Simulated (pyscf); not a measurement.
# Insertion: HO–Ga [singlet] + ethylene (H₂C=CH₂) -> H₂C=CH–GaH–OH

Gas phase, singlet surface, charge 0. Bonds broken: C4–H6. Bonds formed: Ga1–C4, Ga1–H6. Single points on ωB97X-D3(BJ)/def2-SVP structures (PySCF, gas phase). Correlated levels are frozen-core, on RHF or UHF. ΔMP2 is the change of the MP2 total energy from the triple- to the quadruple-zeta basis.

Transition state (Å):

```xyz
9

Ga     0.3446     0.2609     0.5254
O     -0.2860    -1.0359     1.5663
H     -1.0687    -1.4890     1.2329
C     -0.4601     1.1986    -1.3139
C     -1.3500     0.1671    -1.1746
H      0.5283     1.7545     0.0319
H      0.4138     1.0082    -1.9737
H     -1.2924    -0.7897    -1.7193
H     -2.2694     0.3003    -0.5806
```

One imaginary mode, 1212i cm⁻¹; descent along it reached the two sides named, in the forms told below.

```csv
bond,change,reactant side (Å),saddle,product side
C4–H6,breaks,1.095,1.760,3.2
Ga1–C4,forms,3.2,2.216,1.952
Ga1–H6,forms,3.4,1.584,1.556
```

Electronic energies relative to the separated reactants (kcal/mol):

```json
[
 {"level": "ωB97X-D3(BJ)/def2-TZVP", "barrier": "80.6", "reaction energy": "-4.4", "reverse barrier": "85.0"},
 {"level": "PBE/def2-TZVP", "barrier": "71.8", "reaction energy": "+2.2", "reverse barrier": "69.6"},
 {"level": "r²SCAN/def2-TZVP", "barrier": "71.4", "reaction energy": "-2.9", "reverse barrier": "74.3"},
 {"level": "B3LYP-D3(BJ)/def2-TZVP", "barrier": "81.8", "reaction energy": "+4.0", "reverse barrier": "77.8"},
 {"level": "PBE0-D3(BJ)/def2-TZVP", "barrier": "75.4", "reaction energy": "-1.7", "reverse barrier": "77.1"},
 {"level": "M06-2X/def2-TZVP", "barrier": "79.4", "reaction energy": "-0.9", "reverse barrier": "80.2"},
 {"level": "ωB97M-D3(BJ)/def2-TZVP", "barrier": "84.2", "reaction energy": "+2.2", "reverse barrier": "82.0"},
 {"level": "HF/def2-TZVP", "barrier": "102.2", "reaction energy": "+3.3", "reverse barrier": "98.9"},
 {"level": "MP2/def2-QZVPP", "barrier": "77.4", "reaction energy": "-4.7", "reverse barrier": "82.1"},
 {"level": "CCSD/def2-TZVPP", "barrier": "82.3", "reaction energy": "-2.5", "reverse barrier": "84.9"},
 {"level": "CCSD(T)/def2-TZVPP", "barrier": "77.0", "reaction energy": "-3.5", "reverse barrier": "80.5"},
 {"level": "CCSD(T)/def2-TZVPP + ΔMP2(QZVPP)", "barrier": "78.4", "reaction energy": "-1.9", "reverse barrier": "80.2"}
]
```

With CCSD(T)/def2-TZVPP + ΔMP2(QZVPP) energies and thermal terms (ideal gas, 1 atm, RRHO with modes under 100 cm⁻¹ raised to 100, one conformer, R ln 2 for chiral ones without a mode under 150 cm⁻¹), in kcal/mol:

| T (K) | ΔH‡ | ΔG‡ | ΔH | ΔG |
|---|---|---|---|---|
| 298 | 75.7 | 85.5 | -2.5 | +7.7 |
| 600 | 76.4 | 95.2 | -1.4 | +17.6 |
| 900 | 77.4 | 104.5 | -0.1 | +26.8 |
| 1200 | 78.3 | 113.3 | +1.3 | +35.6 |

On the product side the descent ends in a point that may be a rotor saddle (no frequency run), 1.0 kcal/mol over the lowest minimum found and 83.9 kcal/mol under the saddle at ωB97X-D3(BJ)/def2-TZVP. The same reactants have a lower exit, to H₃C–CH₂–Ga=O (barrier +74.5 kcal/mol at ωB97M-D3(BJ)/def2-TZVP, against +84.2 kcal/mol here). This is the saddle that the search found; another between the same sides may lie lower. The CCSD(T) − MP2 part came from Ansatz, without density fitting, on the same reference. The frozen core leaves the outer d or s,p core shells of the metals and heavy elements correlated in the MP2 and CC values, and def2-TZVPP describes them poorly, which can shift differences by a few kcal/mol. Elements up to Kr have no core potential and no relativistic terms here.
